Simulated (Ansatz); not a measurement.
## Forces on a displaced structure

CH₃OSi (SMILES [CH+]=[SiH]O) (charge +1), closed shell, at a frame of a short PBE0-D4/def2-SVP trajectory.

```
atom    x (Å)    y (Å)    z (Å)
  C1  -0.9487  -0.6857  -0.9650
 Si2   0.0877   0.3794  -0.0910
  O3   0.8188  -0.2045   1.2322
  H4  -1.9290  -1.2085  -1.0844
  H5   0.3985   1.5515  -0.8674
  H6   1.5940   0.1725   1.6620
```

Computed with Ansatz 0.2.0 (basis: def2-TZVPP); correlated methods freeze the cores.

CCSD(T) forces from the calculation:
```tsv
atom	Fx	Fy	Fz (eV/Å)
C1	-1.565	-1.751	-0.216
Si2	1.166	-0.034	1.605
O3	-0.738	0.444	-1.157
H4	0.885	0.734	-0.109
H5	0.201	0.548	-0.027
H6	0.050	0.059	-0.096
```

Which atom feels the largest CCSD(T) force, and how large is it?

C1, 2.36 eV/Å, along (-0.66, -0.74, -0.09).

Root-mean-square difference of the force components from those of CCSD(T): PBE-D4 0.257; r2SCAN-D4 0.115; PBE0-D4 0.133; wB97M-V 0.116 eV/Å.

The T1 diagnostic stays at or below 0.018. The restricted Hartree–Fock reference is unstable towards an unrestricted one here. These are differences at one structure, and CCSD(T) in triple zeta is itself an approximation.

For scale, one of the runs: CCSD(T)/def2-TZVPP forces, 146 basis functions, launched by `ansatz run in.yaml --threads 2 --pin off --events-out ev --progress --plain --max-ram 3481MiB`. Hardware: 2 CPU threads of an Arm Neoverse V2, shared host. Wall time 55 s; peak host memory 1.5 GiB.
